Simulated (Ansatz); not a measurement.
Relaxation of CH₆AlCl (9 atoms, charge 0, multiplicity 1), to a largest force component of 0.03 eV/Å in at most 50 steps.

All numbers below come from RKS PBE0/def2-SVP in Ansatz.

```xyz
9
Properties=species:S:1:pos:R:3
Al 0.060 -0.608 -0.407
H -0.089 0.122 2.248
H 1.417 0.185 -0.600
C -1.705 -0.065 -0.999
H -2.460 -0.836 -0.784
H -2.029 0.879 -0.528
H -1.698 0.114 -2.089
Cl 0.253 -2.604 0.492
H -0.034 -0.569 2.049
```

Task: Where does it end, and by what steps?

Result: The forces met the threshold. After 10 steps the energy has fallen by 0.145 eV; H2 moved furthest, 0.45 Å.

```json
{"step": "0", "energy less start (eV)": "0.0000", "largest force component (eV/Å)": "1.735", "accepted": "yes"}
{"step": "1", "energy less start (eV)": "-0.0719", "largest force component (eV/Å)": "1.312", "accepted": "yes"}
{"step": "2", "energy less start (eV)": "-0.0990", "largest force component (eV/Å)": "0.679", "accepted": "yes"}
{"step": "3", "energy less start (eV)": "-0.1122", "largest force component (eV/Å)": "0.427", "accepted": "yes"}
{"step": "4", "energy less start (eV)": "-0.1327", "largest force component (eV/Å)": "0.254", "accepted": "yes"}
{"step": "5", "energy less start (eV)": "-0.1328", "largest force component (eV/Å)": "0.495", "accepted": "yes"}
{"step": "6", "energy less start (eV)": "-0.0979", "largest force component (eV/Å)": "0.409", "accepted": "no"}
{"step": "7", "energy less start (eV)": "-0.1413", "largest force component (eV/Å)": "0.054", "accepted": "yes"}
{"step": "8", "energy less start (eV)": "-0.1418", "largest force component (eV/Å)": "0.119", "accepted": "yes"}
{"step": "9", "energy less start (eV)": "-0.1428", "largest force component (eV/Å)": "0.102", "accepted": "yes"}
{"step": "10", "energy less start (eV)": "-0.1447", "largest force component (eV/Å)": "0.016", "accepted": "yes"}
```

```xyz
9
Properties=species:S:1:pos:R:3
Al 0.097 -0.649 -0.295
H -0.255 0.176 1.830
H 1.409 0.235 -0.360
C -1.662 -0.059 -0.881
H -2.474 -0.685 -0.478
H -1.860 0.989 -0.599
H -1.730 -0.109 -1.982
Cl 0.379 -2.702 0.187
H -0.189 -0.577 1.960
```

Whether the end is a true minimum wasn't checked by a vibrational analysis.

Run time: 34 s on 1 thread of Arm Neoverse V1, on a shared host, peak memory 0.15 GiB.
